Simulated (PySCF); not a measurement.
Worked example: correlation energy of AlC, doublet

Geometry: a point of a stretch scan, not a stationary point.

```xyz
2

Al    0.0000    0.0000    0.0000
C     0.0000    0.0000    1.7620
```

Basis 6-31G; PySCF 2.14.0. Correlated methods freeze the noble-gas cores, which leaves 7 electrons in 16 orbitals. Prefix R: restricted or restricted open-shell reference.

Full CI is exact within this basis and frozen core; it isn't the basis-set limit.

The cluster runs stand on a determinant 0.07 eV above the lowest RHF solution, chosen by trial CCSD; the correlation energy below is counted from it.

Restricted and unrestricted runs freeze slightly different cores, so steps under 0.03 kcal/mol mean nothing.

```
                                 level  total energy (hartree)
RHF determinant under the cluster runs             -279.489917
                                  RMP2             -279.595168
                                 RCCSD             -279.640935
                              RCCSD(T)             -279.652519
                                RCCSDT             -279.652963
                               full CI             -279.654385
```

Task: What is the correlation energy at full CI, and what share of it do RMP2 and RCCSD(T) recover?

Result: E(corr) = -279.654385 − (-279.489917) = -0.164468 hartree = -4.475 eV. RMP2: -0.105251 / -0.164468 = 63.99 %. RCCSD(T): -0.162602 / -0.164468 = 98.87 %.

Task: By how many kcal/mol does RCCSD(T) miss full CI (1 hartree = 627.509 kcal/mol), and which steps make up the rest?

Result: -279.652519 − (-279.654385) = 0.001866 hartree = 1.17 kcal/mol. Steps: RCCSDT − RCCSD(T) = -0.28, full CI − RCCSDT = -0.89 kcal/mol. With more than one leading determinant such errors change with state and geometry, and needn't cancel in differences.
